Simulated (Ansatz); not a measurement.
C$_{3}$H$_{6}$FNO, SMILES `CC(F)C(=N)O` at its PBE0-D4/def2-TZVP geometry, where that method's forces vanish. Total charge 0; spin multiplicity 1.

```
atom   x (Å)   y (Å)   z (Å)
  C1  -0.566   0.389   1.335
  C2   0.473   0.499   0.246
  F3   1.720   0.224   0.779
  C4   0.202  -0.449  -0.898
  N5  -0.160  -0.145  -2.069
  O6   0.339  -1.728  -0.534
  H7  -0.583  -0.625   1.734
  H8  -0.331   1.087   2.140
  H9  -1.555   0.630   0.940
 H10   0.514   1.516  -0.158
 H11  -0.199   0.861  -2.196
 H12   0.144  -2.259  -1.319
```

For each bond, give half the difference of the two atoms' forces along it (eV/Å; positive pushes the atoms apart) under PBE-D4, r2SCAN-D4, B3LYP-D4, ωB97M-V in def2-TZVPP. (Estimate.)

Computed: 
```json
{"bond": "C1–C2", "length (Å)": "1.509", "PBE-D4": "-0.04", "r2SCAN-D4": "0.03", "B3LYP-D4": "0.12", "ωB97M-V": "0.10"}
{"bond": "C1–H7", "length (Å)": "1.090", "PBE-D4": "0.11", "r2SCAN-D4": "-0.04", "B3LYP-D4": "-0.07", "ωB97M-V": "-0.07"}
{"bond": "C1–H8", "length (Å)": "1.091", "PBE-D4": "0.09", "r2SCAN-D4": "-0.03", "B3LYP-D4": "-0.07", "ωB97M-V": "-0.08"}
{"bond": "C1–H9", "length (Å)": "1.092", "PBE-D4": "0.09", "r2SCAN-D4": "-0.03", "B3LYP-D4": "-0.06", "ωB97M-V": "-0.06"}
{"bond": "C2–F3", "length (Å)": "1.384", "PBE-D4": "0.58", "r2SCAN-D4": "0.37", "B3LYP-D4": "0.39", "ωB97M-V": "0.21"}
{"bond": "C2–C4", "length (Å)": "1.511", "PBE-D4": "-0.30", "r2SCAN-D4": "-0.16", "B3LYP-D4": "-0.08", "ωB97M-V": "0.00"}
{"bond": "C2–H10", "length (Å)": "1.094", "PBE-D4": "0.10", "r2SCAN-D4": "-0.07", "B3LYP-D4": "-0.19", "ωB97M-V": "-0.18"}
{"bond": "C4–N5", "length (Å)": "1.262", "PBE-D4": "0.58", "r2SCAN-D4": "0.23", "B3LYP-D4": "0.05", "ωB97M-V": "-0.07"}
{"bond": "C4–O6", "length (Å)": "1.338", "PBE-D4": "0.35", "r2SCAN-D4": "0.24", "B3LYP-D4": "0.26", "ωB97M-V": "0.25"}
{"bond": "N5–H11", "length (Å)": "1.015", "PBE-D4": "0.18", "r2SCAN-D4": "-0.01", "B3LYP-D4": "-0.06", "ωB97M-V": "-0.04"}
{"bond": "O6–H12", "length (Å)": "0.967", "PBE-D4": "0.39", "r2SCAN-D4": "0.04", "B3LYP-D4": "-0.06", "ωB97M-V": "-0.11"}
```

B3LYP here is the variant with VWN-RPA as its local correlation; programs differ in this.
